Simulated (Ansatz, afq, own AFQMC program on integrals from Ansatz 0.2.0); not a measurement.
## Where AFQMC and coupled cluster stand for CH3Si, quartet

```yaml
atoms:
  - { symbol: Si, position_ang: [-0.0027, 0.0000, 0.4927] }
  - { symbol: C, position_ang: [0.0237, 0.0000, -1.3968] }
  - { symbol: H, position_ang: [0.6305, -1.2164, 1.0698] }
  - { symbol: H, position_ang: [0.6307, 1.2163, 1.0698] }
  - { symbol: H, position_ang: [-1.4681, 0.0001, 0.7752] }
```

Connectivity, by distances: SiH3–C.

Basis cc-pVDZ. Noble-gas cores (and the filled d shells of Ga–Kr and In–Xe) are frozen. AFQMC by an in-house program on the Cholesky factors that Ansatz 0.2.0 writes for its CCSD(T) run. ph-AFQMC/CISD is guided by a CISD state made of CCSD amplitudes; releasing the constraint for a short imaginary time cuts its bias at the price of noise, slowly where states lie close. ± is one standard error of the sampling.

Determinant: UHF, the one that the program's search chose, which needn't be the lowest solution. The geometry is a PBE0/def2-TZVP stationary point of this or a neighbouring charge and spin state.

No full CI on the walks' own integrals is used here; CCSDT(Q) serves as the reference and is uncertain by about the last step of the cluster series.

- T1 diagnostic: 0.0193
- weight of the determinant in the CISD state: 0.894
- ⟨S²⟩ of the determinant: 3.756
- size of the correlated space: 11 electrons in 41 orbitals

Reference: CCSDT(Q), correlation energy -5.561 eV. The released energy is read at 2.40 1/Eh (meV from the phaseless value at times in 1/Eh: -0.6 ± 1.7 at 0.24, -1.8 ± 1.4 at 0.51, -3.4 ± 1.5 at 0.99, -7.9 ± 1.9 at 1.62, -7 ± 3 at 2.40).

```
         level  E − E(reference) (kJ/mol)  share of correlation (%)
            HF                      536.5                      0.00
           MP2                      119.1                     77.80
          CCSD                       14.6                     97.28
       CCSD(T)                        3.2                     99.41
         CCSDT                        0.5                     99.91
 ph-AFQMC/CISD                  0.5 ± 0.2                     99.91
released AFQMC                 -0.2 ± 0.3                    100.04
```

A walk keeps the symmetry of its determinant, which the program's search chose and which needn't be the lowest solution, so a lower state of the same spin and another symmetry isn't excluded. Released energies are given only where the last usable release times agree within the noise; a slower fall can still hide under it.
